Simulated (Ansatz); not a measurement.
The same path of FH2SSi (5 atoms, charge 0, multiplicity 2) was run twice with different band settings. Lost on the way: Si2–H5. Made: S3–H5.

All numbers below come from Ansatz, UKS PBE0-D4/def2-SVP.

Relaxed end points:

```xyz
5
Properties=species:S:1:pos:R:3
F -0.333 -0.020 1.606
Si 0.088 -0.082 0.041
S -1.154 1.068 -1.217
H -0.020 -1.501 -0.396
H 1.469 0.463 -0.075
```

```xyz
5
Properties=species:S:1:pos:R:3
F -0.249 -0.302 1.739
Si 0.188 -0.690 0.217
S -0.051 0.947 -1.132
H -0.756 -1.739 -0.285
H 0.918 1.711 -0.580
```

Common settings: movable images 7; climbing image yes; spring 5.0 eV/Å²; optimiser quadratic models (default); start path through a guess of the saddle point; iteration limit 60; end points relaxed.

| run | force threshold |
| --- | --- |
| 1 | 0.03 eV/Å |
| 2 | 0.2 eV/Å |

What does each run give, and how far can it be trusted?

Run 1: converged after 9 iterations, highest image 1.116 eV above the first end. A vibrational analysis at the climbing image gives one clearly imaginary mode, 1341i cm⁻¹: a first-order saddle point.
Run 2: converged after 7 iterations, highest image 1.117 eV above the first end. The threshold of 0.2 eV/Å is loose, so the images may lie well off the minimum-energy path. Another band between the same ends (7 images) ends at a top of the same energy, where a vibrational analysis finds 1 clearly imaginary mode.
